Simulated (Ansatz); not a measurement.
Geometry optimisation, RHF/def2-SVP in Ansatz.

The input (input.yaml):

```yaml
crystal:
  periodic: [false, false, false]
  atoms:
    - { symbol: Si, position_ang: [0.034585, 0.010704, 0.14298] }
    - { symbol: H, position_ang: [0.409419, 0.08854, 1.535239] }
    - { symbol: H, position_ang: [1.453796, -0.113812, -0.081171] }
    - { symbol: O, position_ang: [-0.628721, 1.345663, -0.51859] }
    - { symbol: H, position_ang: [-1.537334, 1.338486, -0.77446] }
    - { symbol: O, position_ang: [-0.929771, -1.253085, -0.265892] }
    - { symbol: H, position_ang: [-0.797475, -2.112896, 0.100496] }
basis:
  gaussian: { orbitals: def2-SVP }
hamiltonian:
  xc: hf
relax:
  f_tol: 0.03
  max_steps: 50
```

Command:

```bash
$ ansatz run input.yaml --threads 1 --pin off --max-ram 2048MiB --backend cpu --events-out ev --progress --plain --runs-dir out
```

Task: Where does it end, and by what steps?

Result: The run converged. The force dipped under the threshold on the way, but the program's further checks kept it going. After 9 steps the energy has fallen by 0.521 eV; H2 moved furthest, 0.34 Å.

```
step  energy less start (eV)  largest force component (eV/Å)  accepted
   0                  0.0000                           1.792       yes
   1                 -0.4680                           0.479       yes
   2                 -0.3779                           1.347        no
   3                 -0.5115                           0.108       yes
   4                 -0.5100                           0.518        no
   5                 -0.5098                           0.640        no
   6                 -0.5142                           0.022       yes
   7                 -0.5161                           0.128       yes
   8                 -0.5198                           0.034       yes
   9                 -0.5207                           0.022       yes
```

```xyz
7
Properties=species:S:1:pos:R:3
Si 0.096 -0.008 0.134
H 0.082 0.099 1.612
H 1.487 -0.098 -0.337
O -0.558 1.311 -0.585
H -1.495 1.426 -0.600
O -0.803 -1.319 -0.302
H -0.804 -2.106 0.218
```

Whether the end is a true minimum wasn't checked by a vibrational analysis.

The run took 5.9 s on 1 thread of Arm Neoverse V2, with other jobs on the host, peak memory 0.11 GiB.
